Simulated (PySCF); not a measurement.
Compound: t-crotononitrile, C4H5N.
Atom-mapped SMILES: `[CH3:1]/[CH:2]=[CH:3]/[C:4]#[N:5]` (hydrogens: H6, H7, H8 on C1; H9 on C2; H10 on C3)

Structure optimised with GFN2-xTB, isolated species.

Problem. What internal coordinates does the optimisation give?

Solution. 
```
               bond  length (bohr)
              C1–C2          2.806
              C2=C3          2.518
              C3–C4          2.659
              C4≡N5          2.168
C1–H6, C1–H7, C1–H8          2.058
              C2–H9          2.047
             C3–H10          2.046
```

Bonds in one row agree within 0.02 bohr and their mean is given. A selection of angles:
```
    angle  degrees
 C2–C1–H6    109.9
 C2–C1–H7    111.5
 H6–C1–H7    109.1
 H6–C1–H8    107.3
 C1–C2–C3    124.2
 C1–C2–H9    116.2
 C3–C2–H9    119.6
 C2–C3–C4    122.7
C2–C3–H10    121.8
C4–C3–H10    115.6
 C3–C4–N5    179.4
```

Dihedral angles: C1–C2–C3–C4 180° (antiperiplanar).

The 3 C–C bonds span 1.333 Å (C2=C3, drawn double) to 1.485 Å (C1–C2, drawn single), a spread of 0.152 Å. Of the pairs four or more bonds apart, H7···H10 is among the closest relative to their van der Waals radii: 2.44 Å, 102 % of the sum of Bondi's values. The 5 heavy atoms lie in one plane (0.001 Å rms).

Point group: Cs (every atom within 0.08 Å of its image). No GFN2-xTB frequencies stand behind this structure, so it isn't proved a minimum.

The numbers are calculated, not measured.
